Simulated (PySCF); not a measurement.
## A PySCF run on ClF

State: ¹Σ⁺ (singlet), closed shell.

An equivalent input (the run itself took its basis sets from the Basis Set Exchange, started from a PBE0 density and held the occupation σ 7α 7β, πx 3α 3β, πy 3α 3β):

```python
from pyscf import gto, dft
mol = gto.M(atom='Cl 0 0 0; F 0 0 1.622', basis={'Cl': 'def2-TZVPPD', 'F': 'def2-TZVPPD'},
            charge=0, spin=0, verbose=4, symmetry='C2v')
mf = dft.UKS(mol, xc='M06')
mf.grids.atom_grid = (80, 434)
mf.grids.prune = dft.gen_grid.treutler_prune
mf.irrep_nelec = {'A1': (7, 7), 'B1': (3, 3), 'B2': (3, 3)}
mf.conv_tol = 1e-9
mf.max_cycle = 60
mf.diis_space = 10
mf.kernel()
```

The log (some set-up lines and the per-cycle HOMO/LUMO lines removed):

```
******** <class 'pyscf.dft.uks_symm.SymAdaptedUKS'> ********
method = SymAdaptedUKS
damping factor = 0
level_shift factor = 0
DIIS = <class 'pyscf.scf.diis.CDIIS'>
diis_start_cycle = 1
diis_space = 10
diis_damp = 0
SCF conv_tol = 1e-09
SCF conv_tol_grad = None
SCF max_cycles = 60
number electrons alpha = 13  beta = 13
Set gradient conv threshold to 3.16228e-05
init E= -559.960092134997
cycle= 1 E= -559.96062613405  delta_E= -0.000534  |g|= 0.0437  |ddm|= 0.102
cycle= 2 E= -559.959392978284  delta_E= 0.00123  |g|= 0.0764  |ddm|= 0.0488
cycle= 3 E= -559.961167857513  delta_E= -0.00177  |g|= 0.00461  |ddm|= 0.0321
cycle= 4 E= -559.961176540549  delta_E= -8.68e-06  |g|= 0.000561  |ddm|= 0.00416
cycle= 5 E= -559.961176585992  delta_E= -4.54e-08  |g|= 7.07e-05  |ddm|= 0.000274
cycle= 6 E= -559.961176587188  delta_E= -1.2e-09  |g|= 4.42e-05  |ddm|= 8.64e-05
cycle= 7 E= -559.961176587887  delta_E= -6.99e-10  |g|= 4.83e-06  |ddm|= 2.46e-05
Extra cycle  E= -559.961176587875  delta_E= 1.23e-11  |g|= 7.99e-06  |ddm|= 7.49e-06
converged SCF energy = -559.961176587875  <S^2> = -7.1054274e-14  2S+1 = 1
```

Repeating this along the bond gives Re = 1.617 Å and ωe = 818 cm⁻¹.

A point of this curve took 2.8 CPU seconds beside 0.28 for the integrals, on Arm Neoverse V1 (shared host).
